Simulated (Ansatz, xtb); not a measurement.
**Relative energy of two isomers of C5H3Cl**

Structure a is `C#CC(Cl)C#C`, a singlet and structure b is `C#CC1=C(Cl)C1`, a singlet. Both are isolated molecules in the gas phase, relaxed with r2SCAN-D4/def2-SVP.

Energies in hartree; the thermal terms are from r2SCAN-D4/def2-SVP harmonic frequencies (ideal gas, rigid rotor, one conformer each, 298.15 K, 1 atm) and include the zero-point energy:

```
                              a           b
E, CCSD(T)/def2-SVP  −650.982071  −650.972349
    E, MP2/def2-SVP  −650.911173  −650.904025
  E, MP2/def2-TZVPP  −651.469413  −651.457568
  zero-point energy     0.055971     0.057142
       H(298 K) − E     0.063445     0.064178
       G(298 K) − E     0.025259     0.026762
```

Task: Correct the CCSD(T) difference for the basis set by the MP2 change, then work out ΔE, ΔE₀, ΔH and ΔG for a → b in kcal/mol (1 Eh = 627.51 kcal/mol) and the equilibrium ratio [b]/[a].

Result: 1. Differences b − a: CCSD(T) +0.009722, MP2 in the small set +0.007148, MP2 in the large set +0.011845 Eh.
2. ΔE = +0.009722 + (+0.011845 − (+0.007148)) = +0.014419 Eh = +9.05 kcal/mol.
3. ΔE₀ = ΔE + ΔZPE = +0.014419 + (+0.001171) Eh = +9.78 kcal/mol.
4. ΔH = ΔE + (+0.000733) Eh = +9.51 kcal/mol.
5. ΔG = ΔE + (+0.001503) Eh = +9.99 kcal/mol, so ΔS = (ΔH − ΔG)/T = −6.8 J/(mol K).
6. kT = 0.9442 mEh, so K = [b]/[a] = exp(−ΔG/kT) = exp(−16.86) ≈ 4.7 × 10^−8.

Structure a is favoured at this temperature. An error of 1 kcal/mol in ΔG would change K by a factor of 5.4. r2SCAN-D4/def2-SVP//GFN2-xTB, r2SCAN-D4/def2-SVP gave ΔE the other sign. Mirror images and further conformers aren't counted.

As drawn, b has 1 C–C, 1 C=C in place of 1 C≡C. Structure a has no ring, b a 3-membered ring.

Other levels gave ΔE = +4.7 (GFN2-xTB); +13.2 (HF/STO-3G, GFN2-xTB geometries); −2.9 (r2SCAN-D4/def2-SVP//GFN2-xTB); −2.3 (r2SCAN-D4/def2-SVP); +11.5 (HF/def2-SVP); +4.5 (MP2/def2-SVP); +6.1 (CCSD(T)/def2-SVP) kcal/mol. The correlated steps freeze 10 core orbitals. Programs: Ansatz 0.2.0, xtb 6.7.1.
